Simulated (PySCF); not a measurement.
SMILES F, singlet, PBE0/def2-SVP optimised geometry.

```
2

F     -0.46     0.00     0.00
H      0.46     0.00     0.00
```

Density from PBE0/def2-TZVP in PySCF 2.14.0 at that geometry.

Minimum of the electron density along straight lines between bonded atoms, close to the bond critical point (lines longer than 1.1 times the sum of covalent radii, or with two minima, are not listed):

```tsv
bond	length / Å	ρ at the minimum / e bohr⁻³	∇²ρ there / e bohr⁻⁵	position (fraction from the first atom)
F1–H2	0.920	(withheld)	(withheld)	0.84
```

Question: Some entries are withheld; supply them.

Answer: 
- F1–H2, ρ at the minimum / e bohr⁻³: 0.367
- F1–H2, ∇²ρ there / e bohr⁻⁵: -2.75
